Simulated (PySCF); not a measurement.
# Working out the ionisation energy of Cl

Cl [Ne] 3s2 3p5 (2P) → Cl⁺ [Ne] 3s2 3p4 (3P). Computed with PySCF 2.14 in cc-pV(T+d)Z (5s4p3d1f, 39 functions), with no relativity, point nucleus. Frozen: [Ne]. Energies in hartree (1 hartree = 27.21139 eV):

```
            part   Cl (lower)  Cl⁺ (upper)
             UHF  -459.485559  -459.052900
CCSD correlation    -0.182218    -0.149113
             (T)    -0.005783    -0.004407
```

Q: What does Hartree-Fock give?

A: (-459.052900) − (-459.485559) = 0.432659 hartree = 11.773 eV.

Q: What do CCSD and CCSD(T) give?

A: The CCSD correlation energies differ by 0.033105 hartree = 0.901 eV and the triples by 0.001376 hartree = 0.037 eV, so CCSD gives 12.674 eV and CCSD(T) 12.711 eV.

Measured between the centres of the two terms (NIST): 12.974 eV, so CCSD(T) (valence) is off by -0.263 eV.

What remains against the reference includes basis incompleteness, the frozen core and higher excitations.
